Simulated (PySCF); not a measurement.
H2O2. Atoms are numbered in the order given.

```xyz
4

O      0.1158     0.7234    -0.0576
O     -0.1158    -0.7234    -0.0576
H     -0.6597     1.0155     0.4612
H      0.6597    -1.0155     0.4612
```
Charge 0, spin multiplicity 1.

The structure is a stationary point at PBE-D3(BJ)/def2-TZVP.

Calculation: PySCF with PBE0/def2-TZVPD.

Symmetry labels are those of the subgroup C2 that the program uses (full group C2).

Computed valence orbital energies around the gap with their symmetry:
```
orbital  symmetry  energy (eV)
-------  --------  -----------
HOMO−7          B      -524.48
HOMO−6          A       -31.27
HOMO−5          B       -25.34
HOMO−4          A       -14.96
HOMO−3          B       -14.08
HOMO−2          A       -12.12
HOMO−1          A        -9.46
HOMO            B        -8.35
LUMO            B        -0.22
LUMO+1          A         0.22
LUMO+2          B         1.43
LUMO+3          B         2.17
```
